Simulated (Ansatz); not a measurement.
`CC(C)(C)Cl` + H₂ → `CC(C)Cl` + CH₄ at 700 K and 1 bar (hydrogenolysis of a C–C bond).

Program: Ansatz. Geometries: PBE0-D4/def2-TZVP. ΔE: electronic, gas phase. CBS: MP2 limit from def2 TZ/QZ plus the TZ coupled-cluster correction, frozen cores. This one scheme is used for every species.

```
     species  CCSD(T)/CBS energy (Eh)  H − E (kJ/mol)  S (J/(mol·K))
`CC(C)(C)Cl`               -617.42843           404.3          446.4
          H₂                 -1.17544            46.8          155.3
   `CC(C)Cl`               -578.16231           313.8          401.8
         CH₄                -40.46206           145.9          224.0
```

H − E and S are ideal-gas, rigid-rotor, harmonic terms from PBE0-D4/def2-TZVP. The MP2-based limit puts H₂ 0.8 mEh under its directly extrapolated value; such offsets cancel only in part. 1 Eh = 2625.50 kJ/mol, R = 8.31446 J/(mol·K).

**Question.** By hand: ΔE, ΔH, ΔS and ΔG.

**Answer.** ΔE = (-578.16231) + (-40.46206) − (-617.42843) − (-1.17544) = -0.02050 Eh = -53.8 kJ/mol. Δ(H − E) = 313.8 + 145.9 − 404.3 − 46.8 = 8.6, so ΔH = -45.2 kJ/mol. ΔS = 401.8 + 224.0 − 446.4 − 155.3 = 24.1 J/(mol·K). ΔG = -45.2 − 700 × (24.1)/1000 = -62.1 kJ/mol.

**Question.** By hand: the equilibrium constant, and the temperature at which ΔG would vanish if ΔH and ΔS stayed fixed.

**Answer.** log₁₀ K = −ΔG/(RT ln 10) = 4.6. ΔH and −TΔS have one sign here, so there is no such temperature.

TΔS isn't small against ΔH here. A doubt of 5 kJ/mol in ΔE shifts log₁₀ K by 0.4 here. These are equilibria of isolated gas molecules and say nothing of rates. Largest T1 diagnostic: 0.009 (customary marks: 0.02 for closed shells, 0.045 for open ones).
